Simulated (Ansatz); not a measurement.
For Sn (model structure, started from the graphite type, P6₃/mmc, No. 194, 4 atoms in the cell), PBE (plane waves, PAW; Ansatz, an electronic-structure program) gives:

| Item | Value |
|---|---|
| lattice constant a | 5.109 Å |
| lattice parameter c | 6.078 Å |

Task: What does PBE-D3(BJ) (Ansatz, PAW) give for the same quantities?

Result: 
- lattice constant a: 5.074 Å (falls by 0.7 %)
- lattice parameter c: 6.008 Å (shrinks by 1.2 %)

Changes are worked out from the printed values.

Unless a cell is named, each level is at its own relaxed cell (PBE 34.34, PBE-D3(BJ) 33.49 Å³/atom).

Ansatz's density-functional and Hartree–Fock values are scalar-relativistic unless marked +SOC, with PAW data made under PBE.

A model structure was made by putting elements into a prototype or built by hand; it is no filed structure, need not be a known phase, and can be a saddle point held by its symmetry.
